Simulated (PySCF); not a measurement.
Question: What does the PBE0-D3(BJ)/def2-SVP structure of `CC(C)(C)C=S` look like in three dimensions?

Answer: 
```
atom  x, y, z in Å
C1     0.031   -1.502    0.155
C2     0.041    0.029    0.022
C3    -0.811    0.439   -1.191
C4     1.466    0.540   -0.135
C5    -0.648    0.582    1.244
S6    -0.070    1.631    2.328
H7     0.622   -1.827    1.025
H8    -0.992   -1.892    0.270
H9     0.468   -1.960   -0.746
H10   -0.835    1.533   -1.304
H11   -0.384    0.008   -2.110
H12   -1.848    0.080   -1.099
H13    2.086    0.259    0.729
H14    1.488    1.638   -0.207
H15    1.921    0.119   -1.045
H16   -1.675    0.194    1.367
```

Any rigid rotation of these coordinates is as good. Atoms count from 1 in this order. The 4 C–C bonds span 1.507 Å (C2–C5, drawn single) to 1.538 Å (C2–C3, drawn single), a spread of 0.031 Å. Of the pairs four or more bonds apart, S6···H14 is among the closest relative to their van der Waals radii: 2.98 Å, 99 % of the sum of Bondi's values.

Bonds between heavy atoms (Å): C1–C2 1.537, C2–C3 1.538, C2–C4 1.523, C2–C5 1.507, C5=S6 1.615.

The calculation used PBE0-D3(BJ)/def2-SVP geometry optimisation, gas phase in PySCF.

No frequency check.
